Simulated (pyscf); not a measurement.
Homolytic dissociation enthalpies at 298 K of Cl–Zn, F–Zn bonds in 8 gas-phase molecules, in kJ/mol. Single points on ωB97X-D3(BJ)/def2-SVP structures (PySCF, gas phase). Correlated levels are frozen-core, on RHF or UHF. ΔMP2 is the change of the MP2 total energy from the triple- to the quadruple-zeta basis. Both columns use the same structures and thermal terms. Rows were drawn at random from the closed-shell molecules with such a bond whose radicals are computed, keep their shape and have no isomer in the data more than 5 kcal/mol lower.

```
row   molecule         radicals  B3LYP-D3(BJ)/def2-TZVP  CCSD(T)/def2-TZVPP + ΔMP2(QZVPP)
---  ---------  ---------------  ----------------------  --------------------------------
1     HO–Zn–Cl   [HO–Zn]• + Cl•                   415.5                                 ?
2      HO–Zn–F    [HO–Zn]• + F•                   491.8                             521.5
3       Cl–ZnH       Cl• + ZnH•                   431.2                             463.4
4     H₃C–Zn–F   [H₃C–Zn]• + F•                   516.4                             546.0
5     Cl–Zn–Cl   Cl• + [Cl–Zn]•                   405.8                             438.8
6      F–Zn–Cl    F• + [Cl–Zn]•                   480.4                             513.2
7        F–ZnH        F• + ZnH•                   513.8                             545.3
8    H₂N–Zn–Cl  [H₂N–Zn]• + Cl•                   425.0                             458.8
```

**Question.** Fit a line that carries the B3LYP-D3(BJ) values to the last column and predict row 1.

**Answer.** In the 7 complete rows the last column lies 29.6 to 33.8 kJ/mol from B3LYP-D3(BJ) (mean 31.8, median 32.2). Least squares gives y = 45.8 + 0.97·x with residuals of 1.0 kJ/mol (root mean square). For row 1: 45.8 + 0.97 × 415.5 = 448.8 kJ/mol. The computed value is 446.5 kJ/mol, 2.3 under the line. The CCSD(T) − MP2 part came from Ansatz, without density fitting, on the same reference. The frozen core leaves the outer d or s,p core shells of the metals and heavy elements correlated in the MP2 and CC values, and def2-TZVPP describes them poorly, which can shift differences by a few kcal/mol. Left out: the spin-orbit lowering of Cl, F. The term symbol of open-shell Cl–Zn was not checked; spin-orbit terms are left out. Elements up to Kr have no core potential and no relativistic terms here.
